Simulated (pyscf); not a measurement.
Structures and frequencies: ωB97X-D3(BJ)/def2-SVP in PySCF.

Q: Estimate by transition-state theory (the high-pressure limit) the rate constant of Cl–CH₂–CH₂–Ga(Cl)–Cl (SMILES ClC[CH2][Ga]([Cl])[Cl]) → Cl–Ga(Cl)–Cl (SMILES [Cl][Ga]([Cl])[Cl]) + H₂C=CH₂ (SMILES C=C) (singlet surface; C–Cl, C–Ga broken, Cl–Ga formed) at 298 K, with ωB97M-D3(BJ)/def2-TZVP energies (ideal gas, 1 atm, RRHO with modes under 100 cm⁻¹ raised to 100, one conformer, R ln 2 for chiral ones without a mode under 150 cm⁻¹; no tunnelling).

A: The electronic barrier is 8.6 kcal/mol and the thermal terms add -0.8, so ΔG‡ = 7.8 kcal/mol. With k_BT/h = 6.21e+12 s⁻¹ and RT = 0.592 kcal/mol, k = 1.2e+07 s⁻¹, a half-life of 5.8e-08 s through this channel alone. Wigner's tunnelling factor for 313i cm⁻¹ would be 1.10. A shift of 1 kcal/mol in the barrier changes k by a factor 5.4. On the product side the descent ends in a bound adduct (not fully relaxed), 15.1 kcal/mol under the separated species and 22.8 kcal/mol under the saddle at ωB97X-D3(BJ)/def2-TZVP. What is counted as formed (Cl–Ga) is already present as a longer contact in the reactant adduct; forming that adduct is a step of its own. Cl–CH₂–CH₂–Ga(Cl)–Cl is closed by a dative Cl–Ga contact. This is the saddle that the search found; another between the same sides may lie lower. Elements up to Kr have no core potential and no relativistic terms here.
